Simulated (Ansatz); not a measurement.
# C2H7NO: the cost of one run

Method: RKS PBE/6-31G*, in Ansatz 0.2.0.

### Step 1. The system as given

Bond lengths: C1–O2 1.389 Å, O2–C3 1.387 Å, C3–N4 1.446 Å, C1–H5 1.101 Å, C1–H6 1.167 Å, C1–H7 1.100 Å, C3–H8 1.085 Å, C3–H9 1.145 Å, N4–H10 1.084 Å, N4–H11 0.995 Å. Angles (14 of 16 angles, heavy atoms first): C1–O2–C3 110.6°, O2–C3–N4 112.9°, O2–C1–H5 113.5°, O2–C1–H6 107.3°, O2–C1–H7 113.9°, O2–C3–H8 110.8°, O2–C3–H9 112.2°, N4–C3–H8 109.7°, N4–C3–H9 109.0°, C3–N4–H10 100.1°, C3–N4–H11 106.2°, H5–C1–H6 104.4°, H5–C1–H7 111.5°, H6–C1–H7 105.3°.

Structure file:

```xyz
11

C    -0.4668    1.3487    0.0527
O    -0.7968    0.0464    0.4074
C     0.3444   -0.7353    0.5067
N     0.5953   -1.5194   -0.6824
H     0.0125    1.4258   -0.9357
H    -1.4652    1.9415   -0.0613
H     0.1047    1.8885    0.8215
H     0.2900   -1.3885    1.3709
H     1.2757   -0.1138    0.7460
H    -0.3420   -2.0581   -0.7551
H     0.5136   -0.8926   -1.4503
```

### Step 2. Relaxing end A

File input.yaml:

```yaml
crystal:
  periodic: [false, false, false]
  atoms:
    - { symbol: C, position_ang: [-0.4668, 1.3487, 0.0527] }
    - { symbol: O, position_ang: [-0.7968, 0.0464, 0.4074] }
    - { symbol: C, position_ang: [0.3444, -0.7353, 0.5067] }
    - { symbol: "N", position_ang: [0.5953, -1.5194, -0.6824] }
    - { symbol: H, position_ang: [0.0125, 1.4258, -0.9357] }
    - { symbol: H, position_ang: [-1.4652, 1.9415, -0.0613] }
    - { symbol: H, position_ang: [0.1047, 1.8885, 0.8215] }
    - { symbol: H, position_ang: [0.29, -1.3885, 1.3709] }
    - { symbol: H, position_ang: [1.2757, -0.1138, 0.746] }
    - { symbol: H, position_ang: [-0.342, -2.0581, -0.7551] }
    - { symbol: H, position_ang: [0.5136, -0.8926, -1.4503] }
basis:
  gaussian: { orbitals: "6-31G*" }
hamiltonian:
  xc: pbe
relax:
  f_tol: 0.015
  max_steps: 40
```

Run with:

```bash
$ ansatz run input.yaml --threads 1 --pin off --max-ram 2048MiB --backend cpu --events-out ev --progress --plain --runs-dir out
```

**Question.** How long does this run take on 1 thread of Arm Neoverse V1, shared host, and how much memory does it need?

About 24 s, with a peak of 0.12 GiB.
